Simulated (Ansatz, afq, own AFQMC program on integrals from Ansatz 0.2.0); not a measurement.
**GeH4⁺, doublet in cc-pVDZ, levels against CCSDT(Q)**

```xyz
5

Ge    0.0089    0.0161   -0.0162
H     0.5702    1.0501    1.0164
H    -1.2401   -2.2408    2.2461
H    -0.5503    1.0470   -1.0530
H     0.5767   -1.0189   -1.0441
```

Basis cc-pVDZ. Noble-gas cores (and the filled d shells of Ga–Kr and In–Xe) are frozen. Ansatz 0.2.0 and our own AFQMC program on the same integrals; the CISD trial comes from CCSD amplitudes, and released means the phaseless constraint is let go. Error bars are statistical, one sigma. No spin–orbit coupling.

Determinant: UHF, the one that the program's search chose, which needn't be the lowest solution. The geometry is a point of a scan.

No full CI on the walks' own integrals is used here; CCSDT(Q) serves as the reference and is uncertain by about the last step of the cluster series.

Cautions: no relativity below Rb; no spin-orbit coupling; inner d shell frozen; the released energies are still falling, so no released level is given (meV from the phaseless value at times in 1/Eh: -1 ± 5 at 0.24, -3 ± 5 at 0.51, -4 ± 5 at 0.99, -10 ± 4 at 1.62, -15 ± 6 at 2.40), though the last usable value meets CCSDT(Q) within the noise.

* T1 diagnostic: 0.0110
* weight of the determinant in the CISD state: 0.926
* ⟨S²⟩ of the determinant: 0.750
* size of the correlated space: 7 electrons in 33 orbitals

Reference: CCSDT(Q), correlation energy -3.104 eV.

```tsv
level	E − E(reference) (meV)	share of correlation (%)
HF	3103.9	0.00
MP2	783.5	74.76
CCSD	69.2	97.77
CCSD(T)	16.7	99.46
CCSDT	1.3	99.96
ph-AFQMC/CISD	11.8 ± 3.7	99.62
```

A walk keeps the symmetry of its determinant, which the program's search chose and which needn't be the lowest solution, so a lower state of the same spin and another symmetry isn't excluded.
